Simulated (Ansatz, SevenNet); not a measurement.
Ladder of methods for the elastic constant C12 of hcp Zn

Reference value: 34.8 GPa (measured, 0 K, extrapolated to 0 K; zero-point effects included; as tabulated in Galib et al. (2023), arXiv:2209.08184).

Problem. What do SevenNet-0, PBE, PBE-D3(BJ), r²SCAN+rVV10 give, and how far is each from the reference?

Solution. 
| level (code) | value (GPa) | cell (Å³/atom) | difference (%) |
|---|---|---|---|
| SevenNet-0 | 86.5 | 15.47 | +149 |
| PBE (Ansatz) | 39.0 | 15.24 | +12.1 |
| PBE-D3(BJ) (Ansatz) | 46.0 | 14.30 | +32 |
| r²SCAN+rVV10 (Ansatz) | 47.5 | 14.21 | +36 |

Closest of the ranked levels: PBE (+12.1 %). Farthest off among them: SevenNet-0 (+149 %). Of the ranked levels only PBE lands within 20 %. All 4 levels lie above the reference.

The reference isn't brought to a static lattice, while the calculations are for one, so the differences are not the levels' errors alone.  PBE-D3(BJ): the dispersion coefficients are held fixed in the derivatives. Each level is taken at its own relaxed cell. Cutoffs differ between the levels. Ansatz's density-functional and Hartree–Fock values are scalar-relativistic unless marked +SOC, with PAW data made under PBE.

Machine-learned potentials (SevenNet-0) are trained on DFT data: a solid inside that data is no test of them.

Differences are worked out from the printed values.

Ansatz is an electronic-structure program.
